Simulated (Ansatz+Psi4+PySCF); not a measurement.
## doublet H2O(+): levels of theory in one basis

```xyz
3

O     0.1193    0.0000    0.0000
H    -0.4770    0.7632    0.0000
H    -0.4770   -0.7632    0.0000
```

Basis set: cc-pVTZ (spherical functions). Frozen core: 1 orbital. Correlation on ROHF uses semicanonical orbitals with singles. Charge 1, multiplicity 2.

Computed with Ansatz (development build ahead of 0.2.0) and Psi4 1.11; each method stands on the lowest determinant of its kind that the runs found.

```csv
method,E − E(ROHF) (eV),<S²> of the determinant
ROHF,0.00,0.75
UHF,-0.14,0.76
ROHF-MP2,-5.53,–
UHF-MP2,-5.52,0.76
```
